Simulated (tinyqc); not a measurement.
Worked calculation: Hueckel theory of the pi electrons, for the molecule [CH2]C([CH2])=CCl (SMILES; centres numbered as the heavy atoms are written). One step of it, computed by the program tinyqc.

Problem. Orbitals. Diagonalise; E = alpha + x beta with beta < 0, so the largest x are filled first; degenerate levels share their electrons. P = sum n_i c_ri c_si; each orbital has its largest coefficient positive (the first on a tie).

Hueckel matrix in units of beta (H = alpha + beta A):
```
,1C,2C,3C,4C,5Cl
1C,0.000000,1.000000,0.000000,0.000000,0.000000
2C,1.000000,0.000000,1.000000,1.000000,0.000000
3C,0.000000,1.000000,0.000000,0.000000,0.000000
4C,0.000000,1.000000,0.000000,0.000000,0.400000
5Cl,0.000000,0.000000,0.000000,0.400000,2.000000
```

pi electrons, sum of z_r less the charge = 6

Give: x values; occupations; coefficients; charge and bond-order matrix P.

Solution.

x values: 2.1250  1.6663  0.0000  -0.0520  -1.7393

occupations: 2.0000  2.0000  2.0000  0.0000  0.0000

coefficients:
```
,MO1,MO2,MO3,MO4,MO5
1C,0.1135,0.4001,0.7071,-0.4035,-0.4053
2C,0.2411,0.6667,0.0000,0.0210,0.7049
3C,0.1135,0.4001,-0.7071,-0.4035,-0.4053
4C,0.2854,0.3107,0.0000,0.8058,-0.4155
5Cl,0.9136,-0.3725,0.0000,-0.1571,0.0444
```

charge and bond-order matrix P:
```
,1C,2C,3C,4C,5Cl
1C,1.3460,0.5883,-0.6540,0.3134,-0.0907
2C,0.5883,1.0053,0.5883,0.5520,-0.0561
3C,-0.6540,0.5883,1.3460,0.3134,-0.0907
4C,0.3134,0.5520,0.3134,0.3560,0.2901
5Cl,-0.0907,-0.0561,-0.0907,0.2901,1.9467
```
